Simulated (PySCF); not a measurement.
Gas-phase reaction: AlH3 + 3 F ⇌ Al + 3 HF

Computed with PySCF (xtb for GFN2) and rigid-rotor harmonic-oscillator thermochemistry at 1 bar. † marks an energy on the PBE0/def2-TZVP geometry and frequencies; other levels use their own. MP2 freezes the core. 6-31G* has spherical d functions here. Open shells (unrestricted): F (multiplicity 2), Al (multiplicity 2); the rest are closed-shell singlets. GFN2 has no spin-polarisation term. Spin-orbit splitting is ignored; it lowers the true energy and changes the entropy of F, Al. B3LYP is the form with VWN-RPA correlation. AlH3: computed as isolated molecules; such fragments, hydroxides, amides, oligomers or adducts are transient or little studied in the gas. MP2 isn't extrapolated to the basis-set limit.

```json
[
 {"level": "B3LYP/6-31G*", "ΔH°(298 K), kJ": "-694"},
 {"level": "GFN2-xTB", "ΔH°(298 K), kJ": "-311"},
 {"level": "HF/6-31G*", "ΔH°(298 K), kJ": "[?]"},
 {"level": "HF/def2-TZVP†", "ΔH°(298 K), kJ": "[?]"},
 {"level": "MP2/def2-SVP†", "ΔH°(298 K), kJ": "-798"},
 {"level": "MP2/def2-TZVPP†", "ΔH°(298 K), kJ": "[?]"},
 {"level": "PBE0/def2-TZVP", "ΔH°(298 K), kJ": "[?]"},
 {"level": "ωB97M-V/def2-TZVP†", "ΔH°(298 K), kJ": "-804"}
]
```

Task: Some entries are withheld; supply them.

Result: 
- HF/6-31G*, ΔH°(298 K), kJ: -372
- HF/def2-TZVP†, ΔH°(298 K), kJ: -462
- MP2/def2-TZVPP†, ΔH°(298 K), kJ: -898
- PBE0/def2-TZVP, ΔH°(298 K), kJ: -804
